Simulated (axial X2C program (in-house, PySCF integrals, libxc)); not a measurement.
# Worked dissociation energy of LiAl⁺: HF, two-component

Computed with an in-house all-electron X2C program for linear molecules (integrals from PySCF). Two-component (2c) means X2C with spin–orbit coupling and atomic mean-field two-electron Coulomb and Gaunt terms. Basis: Al dyall-v3z [8s8p2d1f], Li dyall-cv3z [7s8p2d] (cores contracted in-house); Gaussian nuclei, density fitting, unrestricted open shells. Masses: Al 26.982 u, Li 7.016 u.

Molecular state: Ω = 1/2 (⟨Sz⟩ = 0.50, ⟨Lz⟩ = 0.00 at HF).

* E(Al) (2M_J = 1): -242.289363 hartree
* E(Li+) (2M_J = 0): -7.236943 hartree
* E(LiAl⁺) at Re: -249.571174 hartree
* ωe: 230.1 cm⁻¹
* ωexe: 1.4 cm⁻¹

(1) Work out De and D0.

The state is one determinant whose occupation by symmetry is held fixed; it was picked as the lowest of a PBE0 search that is not exhaustive. De is counted from the lowest determinant-based energies of the atoms at the same level, without counterpoise correction.

Hartree–Fock lacks correlation and underbinds, often by eV.

Each atomic determinant is the lowest at this level and need not be a pure J level. Totals compare only within one Hamiltonian and basis.

Answers

(1) De = -242.289363 + (-7.236943) − (-249.571174) = 0.04487 hartree = 1.221 eV. The zero-point energy is ωe/2 − ωexe/4 = 115 cm⁻¹ = 0.014 eV, so D0 = 1.207 eV.
